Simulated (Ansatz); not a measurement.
Molecule: NH2 (charge 0, doublet). SMILES: [NH2]
Coordinates optimised at B3LYP-D3(BJ)/def2-TZVP (Ansatz, a program for electronic structure):
```xyz
3

N      0.0046     0.0019     0.1418
H     -0.0276     0.7996    -0.5065
H     -0.0044    -0.8126    -0.4860
```
Charge 0, spin multiplicity 2.

Property: atomisation energy (electronic, to ground-state atoms), in kJ/mol. Correlated levels leave the core frozen unless marked. UHF or UKS for open shells. No spin-orbit coupling. Non-relativistic. The coupled-cluster limit lacks core correlation, which all-electron functionals hold. Basis-set limits of correlation are two-point, X^-3; Hartree-Fock from the larger set (for Q and 5 zeta extrapolated as (X+1)exp(-9√X)).

| level | program | atomisation energy (kJ/mol) |
|---|---|---|
| HF/aug-cc-pVTZ | Ansatz | 491.0 |
| RI-MP2/cc-pVQZ | Ansatz | 739.0 |
| RI-MP2/CBS(def2-TZVPP,def2-QZVPP) | Ansatz | 751.3 |
| SCS-MP2/def2-TZVPPD | Ansatz | 749.3 |
| SCS-MP2/aug-cc-pVQZ | Ansatz | 769.2 |
| SCS-MP2/cc-pVQZ | Ansatz | 764.5 |

Problem. Predict the CCSD(T)/CBS(cc-pVQZ,cc-pV5Z) result (Ansatz).

Solution. 762.2 kJ/mol
